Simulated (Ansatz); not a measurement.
# H₂O ··· SiH₃Cl

The pair of H₂O (SMILES O, atoms 1–3) and SiH₃Cl (SMILES [SiH3]Cl, atoms 4–8), both closed shells, in one local arrangement (a lower one may exist), relaxed at PBE0-D4/def2-TZVP:

```
8
angstrom
O 0.0665 -0.2930 -1.9347
H -0.7225 0.2310 -1.7677
H 0.6806 0.3094 -2.3608
Si 0.1013 -0.1407 1.2346
Cl -1.4310 1.1211 0.6475
H 1.3786 0.3834 0.7077
H -0.1896 -1.5063 0.7563
H 0.1162 -0.1050 2.7169
```

Program: Ansatz 0.2.0. Basis: def2-TZVPPD, with def2-QZVPPD for the basis limit. Cores are frozen in the correlated methods. B3LYP uses VWN-RPA correlation. Extrapolation: Hartree–Fock as exp(−7.88 √X), correlation as X^−2.97. Interaction energies count from these two fragments, frozen as in the pair, with the counterpoise correction; negative means bound.

Problem. What is the interaction energy by CCSD(T) at an estimated basis limit (MP2 extrapolated from triple and quadruple zeta, plus CCSD(T) − MP2 in triple zeta)? (Judge from chemistry; the value comes from the calculation.)

Solution. By the calculation: -12.3 kJ/mol. Hartree–Fock alone gives -2.2 kJ/mol at the basis limit. It counts from the two fragments frozen as in the pair.

The same quantity by other methods in triple zeta, and each one's difference from that estimate:
```csv
method,E_int (kJ/mol),difference
PBE-D4,-12.8,-0.6
revPBE-D4,-10.6,1.6
BLYP-D4,-10.8,1.5
r2SCAN-D4,-13.4,-1.2
B97M-V,-13.0,-0.7
PBE0-D4,-12.6,-0.3
B3LYP-D4,-11.8,0.5
HSE06-D4,-12.4,-0.2
wB97X-V,-12.6,-0.4
wB97M-V,-13.1,-0.9
B2PLYP,-7.5,4.7
HF,-2.2,10.1
MP2,-10.2,2.0
CCSD,-8.8,3.4
CCSD(T),-10.1,2.2
```
Differences are method less estimate.

Problem. Which atoms make the shortest contact between the fragments?

Solution. H2 and Cl5, 2.67 Å apart.

Basis-set superposition shift (counterpoise-corrected less uncorrected): CCSD(T) 2.5; MP2 2.4; HF 0.3; PBE0-D4 0.3; wB97M-V 0.3 kJ/mol.

No T1 diagnostic of these runs exceeds 0.011.

For scale, one of the runs: CCSD(T)/def2-TZVPPD, 224 basis functions (an equivalent command: `ansatz run in.yaml --threads 4`). The run took 49 s on 4 CPU threads (shared host), with 3.4 GiB of host memory at its peak.
